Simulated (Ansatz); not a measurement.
The input, for Ansatz 0.2.0:

```yaml
crystal:
  periodic: [false, false, false]
  atoms:
    - {symbol: Al, position_ang: [0.084376, 0.005225, 0.003469]}
    - {symbol: O, position_ang: [-0.080498, 0.013599, -1.578686]}
    - {symbol: H, position_ang: [-0.003878, -0.018825, 1.575217]}
basis:
  gaussian: {orbitals: cc-pVDZ, point_charges: [{charge: 1.00, position_ang: [4.336, -0.978, -0.568]}]}
magnetization: {spin_polarized: false, initial_magnetization: 1}
correlation: {method: sc_nevpt2, electrons: outside_noble_gas, active_space: {window: {electrons: 8, orbitals: 5}, states: [{multiplicity: 1, weights: [0.5, 0.5, 0.5]}, {multiplicity: 3, weights: [1]}]}}
output: {forces: true}
```

```sh
$ ansatz run in.yaml --threads 1 --pin off --events-out ev --progress --plain --max-ram 2393MiB
```

Task: One thing in this input was set wrong on purpose, beside settings that are merely unusual. What is the gravest fault, and what does the program do?

Result: Multiplicity of wrong parity. How the run ends: refused.
```
Error: a molecule whose nuclei and cores have a total charge of 22 cannot have a net charge of 0 together with 1 unpaired electrons
```
